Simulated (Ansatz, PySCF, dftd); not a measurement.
Reaction: C3H8O (SMILES CCOC) → CH3O (SMILES C[O], doublet) + C2H5 (SMILES [CH2]C, doublet) (the C-O bond breaks)
Each species at its own B3LYP-D3(BJ)/def2-TZVP minimum (Ansatz, a program for electronic structure), one conformer.

Wanted: bond dissociation energy (enthalpy at 298 K, rigid-rotor harmonic-oscillator terms from PySCF's Hessians at B3LYP-D3(BJ)/def2-TZVP), in kcal/mol. Open shells are spin-unrestricted; no spin-orbit coupling. Correlated methods leave the cores frozen. Rows without X2C or -DK are non-relativistic. CBS(X,Y): correlation extrapolated as X^-3, Hartree-Fock from the larger set. A bracket is a step between two methods taken in the basis named. Functionals run without relativity, which enters their misses. Double hybrids freeze cores in their MP2 part. '+ core + X2C': CCSD(T) terms for core correlation (cc-pwCVTZ) and scalar relativity (cc-pVTZ-DK).

From measured enthalpies of formation at 298 K: 84.7 kcal/mol (G2/97 table in ASE (Curtiss et al.)). The calculations leave out spin-orbit terms and other conformers.

| level | program | bond dissociation energy (kcal/mol) | error against that value |
|---|---|---|---|
| r2SCAN-D4/def2-TZVPD | Ansatz + dftd4 | 75.7 | -9.0 |
| PBE0/def2-TZVPD | Ansatz | 78.7 | -6.0 |
| r2SCANh/def2-TZVPD | Ansatz | 74.7 | -10.0 |
| CAM-B3LYP-D4/def2-TZVPD | Ansatz + dftd4 | 80.6 | -4.1 |
| wB97M-V/def2-TZVPD | Ansatz | 83.8 | -0.9 |
| B2PLYP-D3(BJ)/def2-TZVPD | Ansatz + dftd3 | 81.9 | -2.8 |
| B2GP-PLYP-D3(BJ)/def2-TZVPD | Ansatz + dftd3 | 83.1 | -1.6 |
| B2GP-PLYP-D4/def2-TZVPD | Ansatz + dftd4 | 83.0 | -1.7 |
| MP2/CBS(cc-pVTZ,cc-pVQZ) | Ansatz | 95.8 | 11.1 |
| CCSD(T)/cc-pVTZ | Ansatz | 84.2 | -0.5 |
| CCSD(T)/CBS(cc-pVTZ,cc-pVQZ) + core + X2C | Ansatz | 86.1 | 1.4 |
| CCSDT(Q)/cc-pVDZ | Ansatz | 80.6 | -4.1 |
| CCSD(T)/CBS(cc-pVTZ,cc-pVQZ) + [CCSDT(Q) - CCSD(T)]/cc-pVDZ + core + X2C | Ansatz | 86.1 | 1.4 |
